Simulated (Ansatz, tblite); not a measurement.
## Relative energies of C2H4ClF isomers

2 of its isomers, all singlets with charge 0: A = 1-chloro-1-fluoroethane `CC(F)Cl`; B = 1-chloro-2-fluoroethane `FCCCl`.

Shapes, held fixed at every level: PBE0-D4/def2-TZVP. Flexible molecules stand in one conformer, not always the lowest. Programs: Ansatz 0.2.0, tblite 0.8.0.

A:

```xyz
8

C     0.0238    0.7980   -0.0633
C    -0.0535   -0.6822    0.1609
F     1.0254   -1.1043    0.8786
Cl   -0.0814   -1.5667   -1.3871
H    -0.8468    1.1404   -0.6224
H     0.0497    1.3052    0.9037
H     0.9270    1.0444   -0.6223
H    -0.9521   -0.9920    0.6962
```

B:

```xyz
8

F    -1.3370    0.4981    1.0305
C    -0.1436    0.6710    0.3689
C     0.3004   -0.6099   -0.2757
Cl   -0.7593   -1.0876   -1.6209
H    -0.2739    1.4622   -0.3742
H     0.6096    0.9812    1.1026
H     0.2968   -1.4256    0.4468
H     1.3069   -0.4894   -0.6780
```

Electronic energies in kJ/mol, without zero-point or thermal terms.

(1) Which isomer should be the most stable, and roughly by how much?

Results:

(1) A < B in rising energy, over a span of 21 kJ/mol, by CCSD(T)/CBS estimate. All levels agree on that. The B − A difference spans +14.8 to +25.7 kJ/mol over the levels. The CBS estimate extrapolates MP2 from def2-TZVPP and def2-QZVPP and adds CCSD(T) − MP2 in the triple-zeta set, cores frozen.

```
               level                   kind  B − A
            GFN2-xTB         semi-empirical  +18.2
         HF/def2-SVP           Hartree–Fock  +17.2
       HF/def2-TZVPP           Hartree–Fock  +14.8
   PBE-D4/def2-TZVPP                    GGA  +24.0
r2SCAN-D4/def2-TZVPP               meta-GGA  +25.7
  PBE0-D4/def2-TZVPP          global hybrid  +21.9
    CCSD(T)/def2-SVP  coupled cluster or CI  +24.5
CCSD(T)/CBS estimate  coupled cluster or CI  +20.6
```
